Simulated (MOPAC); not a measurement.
MOPAC input (MNDO):

```
MNDO PRECISE GNORM=0.05 LET XYZ UHF MS=0.5 GEO-OK AUX(PRECISION=9) THREADS=1
C3H7O

O     0.16648706 1   -0.70931098 1    0.16521394 1
C    -0.01381313 1    0.67922663 1   -0.11817932 1
C     1.43955763 1   -1.15721352 1    0.09942835 1
C    -1.49052210 1    0.99460167 1   -0.05875851 1
H     0.54771103 1    1.26663251 1    0.61598981 1
H     0.39719059 1    0.89500950 1   -1.11146464 1
H     2.15719458 1   -0.59958150 1   -0.49164286 1
H     1.54213033 1   -2.21892541 1    0.26244535 1
H    -2.04086846 1    0.40609664 1   -0.79376212 1
H    -1.89139743 1    0.77281797 1    0.93086873 1
H    -1.65519161 1    2.05274955 1   -0.26908893 1
```

### Question
What heat of formation does the run end on?

### Answer
-31.49 kcal/mol.
